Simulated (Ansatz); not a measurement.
**BNH3 (quartet): wave-function methods side by side at distance B1–H4 along a hydrogen transfer = 1.640 Å, cc-pVDZ**

An exercise on one series of results from a longer session: the logs are not shown, and one member is left open.

The runs use Ansatz 0.2.0, Gaussian basis; cc-pVDZ, core rule «outside noble gas», up to 2 orbitals frozen.

Plan: UHF; CCSD(T) on ROHF; CCSD(T) on UHF; BCCD(T) on ROHF; CISD; CCSDT(Q) on ROHF; CCSDT(Q) on UHF; CASSCF and MRCISD+Q, 5 electrons in 5 orbitals; CASSCF and NEVPT2, 5 electrons in 5 orbitals.

16 further runs of the same task are left out: 4 for a known fault of the program, 10 that didn't finish, 2 set aside as unsound or not needed.

## The geometry

The geometry derives from fragments relaxed apart (PBE0/def2-TZVP) and kept rigid, so it is no stationary point. A hydrogen atom is moved between rigid fragments.

5 atoms, charge 0, spin multiplicity 4.

Atoms are counted from 1 here; the program's logs count them from 0.

Bond lengths: B1–H2 1.193 Å, B1–H3 1.193 Å, H4–N5 1.218 Å. Angles: H2–B1–H3 120.0°.

Set-up of the first run:

The input, in.yaml:

```yaml
crystal:
  periodic: [false, false, false]
  atoms:
    - {symbol: B, position_ang: [-1.453988, 0.000000, 0.000000]}
    - {symbol: H, position_ang: [-2.050721, 1.033571, 0.000000]}
    - {symbol: H, position_ang: [-2.050721, -1.033571, 0.000000]}
    - {symbol: H, position_ang: [0.186012, 0.000000, 0.000000]}
    - {symbol: N, position_ang: [1.404012, 0.000000, 0.000000]}
basis:
  gaussian: {orbitals: cc-pVDZ}
magnetization: {spin_polarized: true, initial_magnetization: 3}
hamiltonian: {xc: hf}
output: {orbitals: {seedname: orbitals}}
```

Launch:

```
> ansatz run in.yaml --threads 1 --pin off --events-out ev --progress --plain --max-ram 2393MiB
```

Among the steps run: UHF; CCSD(T) on ROHF; CCSD(T) on UHF; BCCD(T) on ROHF; CISD; CCSDT(Q) on ROHF; CCSDT(Q) on UHF; CASSCF and MRCISD+Q, 5 electrons in 5 orbitals; CASSCF and NEVPT2, 5 electrons in 5 orbitals.

One table of the session follows, with a row left open; its other results are not shown here.

It belongs to the step «Misses and costs». 

```
       method  from UCCSDT(Q) (kJ/mol)
         ROHF                   +639.7
          UHF                   +593.5
         RMP2                   +118.2
         UMP2                   +124.6
         CISD                    +53.6
        RCCSD                    +14.7
        UCCSD                    +13.6
     RCCSD(T)                     +3.1
     UCCSD(T)                     +3.0
      BCCD(T)                     +3.2
       RCCSDT                     +0.8
       UCCSDT                     +0.6
    RCCSDT(Q)                     +0.2
    UCCSDT(Q)                        0
  CASSCF pair                   +549.7
  NEVPT2 pair                        ?
  MRCISD pair                    +43.4
MRCISD+Q pair                     +2.4
```

Estimate the missing values for NEVPT2 pair.

**Answer.** from UCCSDT(Q) (kJ/mol): +112.5. In the column «from UCCSDT(Q) (kJ/mol)» it lies between CISD (+53.6) and RMP2 (+118.2).

Limits of these values: Restricted and unrestricted rows rest on different reference determinants; where their highest levels disagree by more than a few hundredths of an eV, they describe different states and don't form one ladder.
